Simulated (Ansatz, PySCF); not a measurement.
Dissociation curve of SMILES C=CF (C2H3F). The C2–F6 bond (C2 also carries C, H; F6 carries nothing else) is varied alone, starting from the PBE0/def2-TZVP optimised geometry.

Levels: UHF/cc-pVDZ (PySCF); RHF/cc-pVDZ (PySCF); UKS-TPSSh = unrestricted TPSSh/cc-pVDZ (PySCF); RKS-TPSSh = restricted TPSSh/cc-pVDZ (PySCF 2.14.0); UKS-wB97X-V = unrestricted wB97X-V/cc-pVDZ (PySCF); RKS-wB97X-V = restricted wB97X-V/cc-pVDZ (PySCF 2.14.0); UKS-LDA (SVWN5) = unrestricted LDA (SVWN5)/cc-pVDZ (PySCF); RKS-LDA (SVWN5) = PySCF with restricted LDA (SVWN5)/cc-pVDZ; UKS-PBE = unrestricted PBE/cc-pVDZ run with Ansatz (a program for electronic structure); RKS-PBE = restricted PBE/cc-pVDZ (Ansatz); UKS-B3LYP/6-31G* = unrestricted B3LYP/6-31G*, spherical d (PySCF); RKS-B3LYP/6-31G* = restricted B3LYP/6-31G*, spherical d (PySCF 2.14.0); UKS-B3LYP/6-311+G** = PySCF with unrestricted B3LYP/6-311+G**, spherical d; RKS-B3LYP/6-311+G** = restricted B3LYP/6-311+G**, spherical d (PySCF).

Scanned distances (Å): 1.07, 1.13, 1.20, 1.24, 1.31, 1.34, 1.37, 1.42, 1.49, 1.56, 1.64, 1.82, 1.99, 2.23, 2.39, 2.70, 2.92, 3.30, 3.63, 3.98, 4.68.

Task: Where does the unrestricted solution first break spin symmetry (<S²> of 0.01 or more)?

Result: UHF: between 1.64 and 1.82 Å; UKS-TPSSh: between 1.99 and 2.23 Å; UKS-wB97X-V: between 1.99 and 2.23 Å; UKS-LDA (SVWN5): between 2.39 and 2.70 Å; UKS-PBE: between 2.23 and 2.39 Å; UKS-B3LYP/6-31G*: between 1.99 and 2.23 Å; UKS-B3LYP/6-311+G**: between 1.99 and 2.23 Å.

```tsv
R / Å	<S²> UHF	E(RHF) − E(UHF) / kJ/mol	<S²> UKS-TPSSh	E(RKS-TPSSh) − E(UKS-TPSSh) / kJ/mol	<S²> UKS-wB97X-V	E(RKS-wB97X-V) − E(UKS-wB97X-V) / kJ/mol	<S²> UKS-LDA (SVWN5)	E(RKS-LDA (SVWN5)) − E(UKS-LDA (SVWN5)) / kJ/mol	<S²> UKS-PBE	E(RKS-PBE) − E(UKS-PBE) / kJ/mol	<S²> UKS-B3LYP/6-31G*	E(RKS-B3LYP/6-31G*) − E(UKS-B3LYP/6-31G*) / kJ/mol	<S²> UKS-B3LYP/6-311+G**	E(RKS-B3LYP/6-311+G**) − E(UKS-B3LYP/6-311+G**) / kJ/mol
1.07	0.00	0.0	0.00	0.0	0.00	0.0	0.00	0.0	0.00	0.0	0.00	0.0	0.00	0.0
1.13	0.00	0.0	0.00	0.0	0.00	0.0	0.00	0.0	0.00	0.0	0.00	0.0	0.00	0.0
1.20	0.00	0.0	0.00	0.0	0.00	0.0	0.00	0.0	0.00	0.0	0.00	0.0	0.00	0.0
1.24	0.00	0.0	0.00	0.0	0.00	0.0	0.00	0.0	0.00	0.0	0.00	0.0	0.00	0.0
1.31	0.00	0.0	0.00	0.0	0.00	0.0	0.00	0.0	0.00	0.0	0.00	0.0	0.00	0.0
1.34	0.00	0.0	0.00	0.0	0.00	0.0	0.00	0.0	0.00	0.0	0.00	0.0	0.00	0.0
1.37	0.00	0.0	0.00	0.0	0.00	0.0	0.00	0.0	0.00	0.0	0.00	0.0	0.00	0.0
1.42	0.00	0.0	0.00	0.0	0.00	0.0	0.00	0.0	0.00	0.0	0.00	0.0	0.00	0.0
1.49	0.00	0.0	0.00	0.0	0.00	0.0	0.00	0.0	0.00	0.0	0.00	0.0	0.00	0.0
1.56	0.00	0.0	0.00	0.0	0.00	0.0	0.00	0.0	0.00	0.0	0.00	0.0	0.00	0.0
1.64	0.00	0.0	0.00	0.0	0.00	0.0	0.00	0.0	0.00	0.0	0.00	0.0	0.00	0.0
1.82	0.32	5.0	0.00	0.0	0.00	0.0	0.00	0.0	0.00	0.0	0.00	0.0	0.00	0.0
1.99	0.78	53.6	0.00	0.0	0.00	0.0	0.00	0.0	0.00	0.0	0.00	0.0	0.00	0.0
2.23	1.04	152.2	0.18	2.4	0.28	6.7	0.00	0.0	0.00	0.0	0.19	2.8	0.08	0.5
2.39	1.12	217.0	0.42	15.5	0.51	27.3	0.00	0.0	0.09	0.4	0.42	16.8	0.32	9.0
2.70	1.19	327.3	0.67	51.1	0.77	80.7	0.29	4.3	0.49	17.1	0.67	54.6	0.57	36.6
2.92	1.20	392.7	0.77	75.5	0.88	120.3	0.50	—	0.62	32.9	0.77	81.0	0.68	56.4
3.30	1.22	483.2	0.86	109.4	0.97	183.3	0.67	—	0.74	56.2	0.87	119.0	0.78	85.0
3.63	1.22	541.9	0.91	130.2	1.00	228.4	0.74	—	0.80	70.7	0.92	143.2	0.83	103.5
3.98	1.22	587.3	0.94	145.3	1.01	265.2	0.77	—	0.83	81.1	0.95	161.0	0.87	118.0
4.68	1.22	642.3	0.97	161.4	1.01	311.3	0.81	—	0.85	91.4	0.98	180.0	0.90	136.6
```

A dash means that the run gave no value there, or that the column was ended at a point which the program doubted or which failed a test of continuity chosen for this set; such a test can also cut sound points.
